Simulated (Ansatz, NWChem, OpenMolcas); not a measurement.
## How basis sets differ on C2H6Si (SMILES CC[SiH])

C2H6Si: 9 atoms, total charge 0, spin state singlet. SMILES: `CC[SiH]`. The shape is that of a PBE0-D4/def2-TZVP optimisation. This is one conformer, not always the lowest.

Each level gives the HOMO–LUMO gap (eV). The values are calculated.

```tsv
level	kind	program	value (eV)	CPU time
HF/ANO-R0 (sfX2C)	Hartree–Fock	OpenMolcas	9.65	2.7 s
HF/ANO-XS-MB (DKH2)	Hartree–Fock	OpenMolcas	9.81	2 s
HF/STO-3G	Hartree–Fock	NWChem	12.26	1.9 s
HF/3-21G	Hartree–Fock	Ansatz	9.31	0.43 s
HF/cc-pVDZ	Hartree–Fock	OpenMolcas	9.45	5.7 s
```

The values span 9.31 to 12.26 eV. A Hartree–Fock LUMO above zero doesn't converge with the basis: it sinks as sets grow more diffuse. Orbital gaps aren't excitation energies. CPU times are rough (shared hosts, several kinds of processor and program).
